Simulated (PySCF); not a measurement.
SiF₂: bending curve

These are results of PySCF, B3LYP, basis Si def2-TZVP, F def2-TZVP (no relativity, density fitting), not measurements.

Rigid scan from the singlet minimum (Si–F 1.609 Å (×2); F–Si–F 100.8°). Coordinate: the F–Si–F angle, bonds fixed. Energies in kJ/mol from the minimum.

**Question.** Predict the curve at 80, 90, 100, 110, 120, 130, 140, 150, 160, 170, 180.

**Answer.** 
```csv
bond angle (°),E (kJ/mol),dipole size (D)
80,62.9,2.23
90,13.7,1.74
100,0.1,1.25
110,7.3,0.77
120,28.2,0.33
130,57.4,0.04
140,90.4,0.28
150,122.4,0.39
160,149.2,0.35
170,166.7,0.20
180,172.8,0.00
```

With the bonds held, the linear shape lies 172.8 kJ/mol from the minimum.

The scan took 10 s on 4 threads of a shared AMD EPYC 7R43 64-Core (Zen 3) host; the process peaked at 0.92 GiB. Launch command: `OMP_NUM_THREADS=4 python axn.py task.json out`.
